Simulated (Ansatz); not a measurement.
System: chalcopyrite AgInTe₂. Method: LDA (plane waves, PAW; Ansatz, a quantum-chemistry and plane-wave program).

Settings: plane-wave cutoff 520 eV, 8×8×8 k mesh, Fermi–Dirac smearing 0.01 eV, no spin polarisation, scalar-relativistic PAW data made under PBE.

Computed at the level's own relaxed cell.

**Question.** Give the computed band gap, lattice constant a, c axis length and bulk modulus B0.

**Answer.** 
band gap: 0.04 eV (on the SCF k mesh)
lattice constant a: 6.354 Å
c axis length: 12.634 Å
bulk modulus B0: 50.0 GPa

Measured, for comparison: band gap 1.04 eV (temperature not stated, not corrected to a static lattice, direct or pseudo-direct at Γ; as tabulated in Ghosh et al. (2024), arXiv:2401.16805).

Note: the bulk modulus is −V dP/dV from two relaxed cells at ±2 % in volume.

Spin–orbit coupling is not included; it can close the smallest gap of 0.04 eV.

Static lattice: no zero-point or thermal effects.

It cost roughly 12 core-minutes of CPU time.
